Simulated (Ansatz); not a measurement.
Voigt–Reuss–Hill bulk modulus (GPa) of solids drawn from the class of tetrahedrally bonded semiconductors and semimetals, at two levels: PBE (Ansatz, a program for electronic structure, plane waves, PAW), and LDA in Ansatz (PAW).

```csv
solid,PBE,LDA
wurtzite ZnO,129,162
2H-SiC,214,231
wurtzite GaN,172,203
wurtzite AlN,193,?
wurtzite BN (high-pressure phase),372,402
wurtzite CdS,53.3,67.8
```

Estimate the withheld LDA value from the other rows.

One way: carry over the typical ratio. The ratios LDA / PBE of the other rows, in order: 1.079, 1.081, 1.180, 1.256, 1.272; median 1.180. Wurtzite AlN: 193 × 1.180 = 228 GPa; the run gives 211 GPa. The ratios spread from 1.079 to 1.272, so such an estimate is rough.

Over all 6 rows LDA is the larger in 6.

Ansatz's runs of these crystals have no spin polarisation.

Each level is taken at its own relaxed cell. Ansatz's density-functional and Hartree–Fock values are scalar-relativistic unless marked +SOC, with PAW data made under PBE.
